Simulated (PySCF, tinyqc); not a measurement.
CISD on RHF in the sto-6g basis, frozen core, for LiH, spin multiplicity 1, step by step. The lowest restricted solution is unstable here: a spin-polarised one lies 0.0272 hartree lower (PySCF). Computed by tinyqc, a small Python program that keeps every step (integrals from PySCF). Settings: charge = 0, multiplicity = 1, basis = sto-6g, method = RHF, frozen orbitals = 1, energy threshold = 1e-10, iteration cap = 71, orthogonalisation = symmetric, start = atomic densities, DIIS depth = 6, ci = CISD. Command: `OMP_NUM_THREADS=1 python tinyqc.py 21315 21316 out.jsonl` (the two numbers bound the seeds that draw the settings). One thread of a shared host (Intel(R) Xeon(R) Processor @ 2.60GHz), about 0.2 s of CPU time with the checks. The early iterations of the SCF are left out here.

## One-electron integrals

Geometry (angstrom):
```
atom        x        y        z
Li    0.00000  0.00000  0.00000
H     0.00000  0.00000  2.50000
```

Basis sto-6g: exponents (1/bohr^2) and contraction coefficients of normalised primitives:
```
element  l (shell)   exponent  coefficient
Li           s (1)  167.17585      0.00916
Li           s (1)   30.65151      0.04936
Li           s (1)    8.57519      0.16854
Li           s (1)    2.94581      0.37056
Li           s (1)    1.14394      0.41649
Li           s (1)    0.47114      0.13033
Li           s (2)    6.59756     -0.01325
Li           s (2)    1.30583     -0.04699
Li           s (2)    0.40585     -0.03379
Li           s (2)    0.15615      0.25024
Li           s (2)    0.06781      0.59512
Li           s (2)    0.03108      0.24071
Li           p (3)    6.59756      0.00376
Li           p (3)    1.30583      0.03768
Li           p (3)    0.40585      0.17390
Li           p (3)    0.15615      0.41804
Li           p (3)    0.06781      0.42586
Li           p (3)    0.03108      0.10171
H            s (1)   35.52322      0.00916
H            s (1)    6.51314      0.04936
H            s (1)    1.82214      0.16854
H            s (1)    0.62596      0.37056
H            s (1)    0.24308      0.41649
H            s (1)    0.10011      0.13033
```

Overlap, kinetic and nuclear-attraction integrals over the contracted functions; the nuclear repulsion is the sum of Za Zb / Rab.

nuclear repulsion = 0.6350127 hartree

overlap S, lower triangle:
```
          1Li 1s   1Li 2s  1Li 2px  1Li 2py  1Li 2pz    2H 1s
1Li 1s   1.00000
1Li 2s   0.23574  1.00000
1Li 2px  0.00000  0.00000  1.00000
1Li 2py  0.00000  0.00000  0.00000  1.00000
1Li 2pz  0.00000  0.00000  0.00000  0.00000  1.00000
2H 1s    0.00935  0.20028  0.00000  0.00000  0.29679  1.00000
```

kinetic energy T (hartree), lower triangle:
```
           1Li 1s   1Li 2s  1Li 2px  1Li 2py  1Li 2pz    2H 1s
1Li 1s    3.61674
1Li 2s   -0.11072  0.10652
1Li 2px   0.00000  0.00000  0.32001
1Li 2py   0.00000  0.00000  0.00000  0.32001
1Li 2pz   0.00000  0.00000  0.00000  0.00000  0.32001
2H 1s    -0.00425  0.00426  0.00000  0.00000  0.02665  0.76852
```

nuclear attraction V (hartree), lower triangle:
```
           1Li 1s    1Li 2s   1Li 2px   1Li 2py   1Li 2pz     2H 1s
1Li 1s   -8.27882
1Li 2s   -0.87826  -1.40742
1Li 2px   0.00000   0.00000  -1.38996
1Li 2py   0.00000   0.00000   0.00000  -1.38996
1Li 2pz  -0.00697  -0.07310   0.00000   0.00000  -1.44216
2H 1s    -0.03558  -0.28945   0.00000   0.00000  -0.43356  -1.87454
```

core Hamiltonian H = T + V (hartree), lower triangle:
```
           1Li 1s    1Li 2s   1Li 2px   1Li 2py   1Li 2pz     2H 1s
1Li 1s   -4.66207
1Li 2s   -0.98898  -1.30089
1Li 2px   0.00000   0.00000  -1.06996
1Li 2py   0.00000   0.00000   0.00000  -1.06996
1Li 2pz  -0.00697  -0.07310   0.00000   0.00000  -1.12216
2H 1s    -0.03983  -0.28520   0.00000   0.00000  -0.40691  -1.10602
```

## Two-electron integrals

Functions are numbered as in S; the eight-fold symmetry (ij|kl) = (ji|kl) = (kl|ij) leaves the list below.

Two-electron integrals (ij|kl) in chemists' order, unique and non-zero (hartree):
```
(11|11) 1.68125   (21|11) 0.24260   (21|21) 0.04451   (22|11) 0.39719
(22|21) 0.09028   (22|22) 0.29062   (31|31) 0.00944   (32|31) 0.01426
(32|32) 0.06424   (33|11) 0.39719   (33|21) 0.09028   (33|22) 0.29062
(33|33) 0.31312   (41|41) 0.00944   (42|41) 0.01426   (42|42) 0.06424
(43|43) 0.01688   (44|11) 0.39719   (44|21) 0.09028   (44|22) 0.29062
(44|33) 0.27937   (44|44) 0.31312   (51|51) 0.00944   (52|51) 0.01426
(52|52) 0.06424   (53|53) 0.01688   (54|54) 0.01688   (55|11) 0.39719
(55|21) 0.09028   (55|22) 0.29062   (55|33) 0.27937   (55|44) 0.27937
(55|55) 0.31312   (61|11) 0.00925   (61|21) 0.00168   (61|22) 0.00351
(61|33) 0.00346   (61|44) 0.00346   (61|51) 0.00023   (61|52) 0.00049
(61|55) 0.00362   (61|61) 0.00007   (62|11) 0.05383   (62|21) 0.01257
(62|22) 0.04755   (62|33) 0.04477   (62|44) 0.04477   (62|51) 0.00191
(62|52) 0.01482   (62|55) 0.05310   (62|61) 0.00059   (62|62) 0.01753
(63|31) 0.00065   (63|32) 0.00378   (63|53) 0.00176   (63|63) 0.00075
(64|41) 0.00065   (64|42) 0.00378   (64|54) 0.00176   (64|64) 0.00075
(65|11) 0.07598   (65|21) 0.01783   (65|22) 0.06891   (65|33) 0.06428
(65|44) 0.06428   (65|51) 0.00299   (65|52) 0.02322   (65|55) 0.07815
(65|61) 0.00086   (65|62) 0.02718   (65|65) 0.04232   (66|11) 0.21165
(66|21) 0.04989   (66|22) 0.20542   (66|33) 0.18981   (66|44) 0.18981
(66|51) 0.00695   (66|52) 0.06983   (66|55) 0.23666   (66|61) 0.00237
(66|62) 0.10382   (66|65) 0.16464   (66|66) 0.77500
```

## Orthogonalisation

S = U s U^T; symmetric (Loewdin) form X = U s^(-1/2) U^T, so that X^T S X = 1.

eigenvalues of S: 0.61447  0.81650  1.00000  1.00000  1.17610  1.39294

X, lower triangle:
```
           1Li 1s    1Li 2s  1Li 2px  1Li 2py   1Li 2pz    2H 1s
1Li 1s    1.02218
1Li 2s   -0.12489   1.03949
1Li 2px   0.00000   0.00000  1.00000
1Li 2py   0.00000   0.00000  0.00000  1.00000
1Li 2pz  -0.00391   0.02547  0.00000  0.00000   1.03652
2H 1s     0.01514  -0.11227  0.00000  0.00000  -0.16177  1.05359
```

## Iteration 9 (converged): orbitals

converged F (hartree), lower triangle:
```
           1Li 1s    1Li 2s  1Li 2px  1Li 2py   1Li 2pz     2H 1s
1Li 1s   -2.41478
1Li 2s   -0.62195  -0.18649
1Li 2px   0.00000   0.00000  0.15444
1Li 2py   0.00000   0.00000  0.00000  0.15444
1Li 2pz   0.01255  -0.04484  0.00000  0.00000   0.07986
2H 1s    -0.02529  -0.16450  0.00000  0.00000  -0.16574  -0.06245
```

Diagonalise F' = X^T F X, C = X C', fill 2 alpha and 2 beta electrons from the bottom; D = 2 C_occ C_occ^T. Each column has its largest component positive (the first on a tie).

F' = X^T F X (hartree), lower triangle:
```
          1         2        3        4         5        6
1  -2.36750
2  -0.33940  -0.04224
3   0.00000   0.00000  0.15444
4   0.00000   0.00000  0.00000  0.15444
5   0.01077  -0.00302  0.00000  0.00000   0.13856
6   0.02440  -0.16351  0.00000  0.00000  -0.18954  0.02489
```

orbital energies (hartree): MO1 -2.41607, MO2 -0.20913, MO3 0.06516, MO4 0.15444, MO5 0.15444, MO6 0.31375

coefficients C:
```
              MO1       MO2       MO3       MO4      MO5       MO6
1Li 1s    0.99422  -0.13950  -0.20665   0.00000  0.00000   0.10023
1Li 2s    0.02341   0.51839   0.80329   0.00000  0.00000  -0.44142
1Li 2px   0.00000   0.00000   0.00000  -0.46355  0.88607   0.00000
1Li 2py   0.00000   0.00000   0.00000   0.88607  0.46355   0.00000
1Li 2pz  -0.00435   0.31343  -0.56680   0.00000  0.00000  -0.82565
2H 1s    -0.00101   0.63265  -0.25362   0.00000  0.00000   0.82733
```

D after iteration 9, lower triangle:
```
           1Li 1s   1Li 2s  1Li 2px  1Li 2py  1Li 2pz    2H 1s
1Li 1s    2.01588
1Li 2s   -0.09807  0.53855
1Li 2px   0.00000  0.00000  0.00000
1Li 2py   0.00000  0.00000  0.00000  0.00000
1Li 2pz  -0.09610  0.32475  0.00000  0.00000  0.19652
2H 1s    -0.17852  0.65587  0.00000  0.00000  0.39660  0.80050
```

Within a degenerate level the vectors are fixed only up to a rotation; this is one choice.

## Convergence

Stop when the energy changes by less than 1e-10 hartree and every element of the error matrix X^T (F D S - S D F) X is below 3e-06.

Course of the cycle:
```
iteration  E (hartree)     change  largest element of the error matrix
1           -7.7041864          -                             8.10e-02
2           -7.8436440  -1.39e-01                             9.13e-02
3           -7.8515258  -7.88e-03                             6.22e-02
4           -7.8595626  -8.04e-03                             7.45e-03
5           -7.8599059  -3.43e-04                             3.04e-03
6           -7.8599225  -1.67e-05                             4.94e-04
7           -7.8599229  -3.85e-07                             4.50e-05
8           -7.8599229  -3.19e-09                             3.24e-07
9           -7.8599229  -2.06e-13                             4.72e-08
```

PySCF RHF in the same basis = -7.8599229 hartree

Converged in 9 iterations.

## Integrals over molecular orbitals

(pq|rs) = sum C_ip C_jq C_kr C_ls (ij|kl), one index at a time.

one-electron integrals over orbitals h = C^T H C (hartree), lower triangle:
```
          1         2         3         4         5         6
1  -4.65499
2   0.09612  -1.21475
3   0.16170  -0.00492  -1.08185
4   0.00000   0.00000   0.00000  -1.06996
5   0.00000   0.00000   0.00000   0.00000  -1.06996
6  -0.05281   0.06888   0.01629   0.00000   0.00000  -1.02933
```

Two-electron integrals over orbitals (pq|rs), unique and non-zero (hartree); the lowest 1 orbital is frozen and left out:
```
(22|22) 0.43227    (32|22) -0.06800   (32|32) 0.03032    (33|22) 0.21084
(33|32) 0.01807    (33|33) 0.31986    (42|42) 0.02040    (43|42) 0.02137
(43|43) 0.04162    (44|22) 0.23044    (44|32) 0.02097    (44|33) 0.27708
(44|44) 0.31312    (52|52) 0.02040    (53|52) 0.02137    (53|53) 0.04162
(54|54) 0.01688    (55|22) 0.23044    (55|32) 0.02097    (55|33) 0.27708
(55|44) 0.27937    (55|55) 0.31312    (62|22) 0.10443    (62|32) -0.05417
(62|33) -0.01660   (62|44) -0.04515   (62|55) -0.04515   (62|62) 0.13381
(63|22) -0.06539   (63|32) 0.02531    (63|33) 0.03747    (63|44) 0.01254
(63|55) 0.01254    (63|62) -0.04479   (63|63) 0.03770    (64|42) -0.01711
(64|43) -0.01043   (64|64) 0.01832    (65|52) -0.01711   (65|53) -0.01043
(65|65) 0.01832    (66|22) 0.39728    (66|32) -0.04972   (66|33) 0.23976
(66|44) 0.25305    (66|55) 0.25305    (66|62) 0.07465    (66|63) -0.04630
(66|66) 0.38768
```

## CISD: determinants and Hamiltonian

one-electron integrals dressed by the frozen orbital, h + 2 (pq|11) - (p1|1q) (hartree), lower triangle:
```
          2         3         4         5         6
2  -0.64140
3   0.06800  -0.32620
4   0.00000   0.00000  -0.28603
5   0.00000   0.00000   0.00000  -0.28603
6  -0.10443   0.07660   0.00000   0.00000  -0.34700
```

energy of the frozen orbital, 2 h_11 + (11|11) = -7.6444019 hartree

Hartree-Fock energy = -7.8599229 hartree

Slater-Condon rules over spin orbitals, with the nuclear repulsion and the energy of the frozen orbital added and E(HF) subtracted on the diagonal. Only determinants linked to the reference directly or through others are kept (one block of an abelian symmetry group), so some states are absent.

Occupation strings over the orbitals (2 doubly, a alpha, b beta, 0 empty; spin orbitals ordered 1a 1b 2a 2b ...): 220000 2ab000 2a000b 2ba000 2b000a 202000 20a00b 200200 200020 20b00a 200002

H - E(HF) between determinants (hartree), lower triangle:
```
          220000    2ab000    2a000b    2ba000    2b000a    202000    20a00b   200200
220000   0.00000
2ab000   0.00000   0.09377
2a000b   0.00000   0.01121   0.25941
2ba000   0.00000  -0.03032   0.05417   0.09377
2b000a   0.00000   0.05417  -0.13381   0.01121   0.25941
202000   0.03032   0.08607   0.02531  -0.08607  -0.02531   0.51799
20a00b  -0.05417   0.02531   0.01828   0.12103   0.04479   0.11407   0.41709
200200   0.02040   0.02137  -0.01711  -0.02137   0.01711   0.04162  -0.01043  0.59159
200020   0.02040   0.02137  -0.01711  -0.02137   0.01711   0.04162  -0.01043  0.01688
20b00a   0.05417   0.12103   0.04479   0.02531   0.01828  -0.11407  -0.03770  0.01043
200002   0.13381  -0.04479  -0.02978   0.04479   0.02978   0.03770   0.03031  0.01832

         200020    20b00a   200002
200020  0.59159
20b00a  0.01043   0.41709
200002  0.01832  -0.03031  0.54421
```

## CISD: roots

Diagonalise (each vector has its largest component positive (the first on a tie)); all determinants have Ms = 0, so triplets appear too. The lowest singlet root is the correlation energy.

lowest roots of this matrix, relative to E(HF) (hartree): -0.05236  -0.00623  0.02839  0.11716  0.36717  0.41519  0.45750  0.57030

lowest vectors:
```
          root 1    root 2    root 3    root 4
220000   0.93050   0.00000  -0.21707   0.00000
2ab000   0.10957   0.63988   0.60339   0.14498
2a000b   0.01328  -0.21829   0.11982   0.65014
2ba000  -0.10957   0.63988  -0.60339   0.14498
2b000a  -0.01328  -0.21829  -0.11982   0.65014
202000  -0.13302   0.00000  -0.30999   0.00000
20a00b   0.16186  -0.20714   0.18541  -0.23729
200200  -0.01615   0.00000  -0.00640   0.00000
200020  -0.01615   0.00000  -0.00640   0.00000
20b00a  -0.16186  -0.20714  -0.18541  -0.23729
200002  -0.19798   0.00000   0.17627   0.00000
```

<S^2> of these roots: 0.00000  2.00000  0.00000  2.00000  0.00000  0.00000  2.00000  0.00000

weight of the ground state by excitation level 0, 1, 2, ...: 0.86582  0.02437  0.10981

The reference has a weight of only 0.87: one determinant is a poor start here. A root of higher spin lies below E(HF).
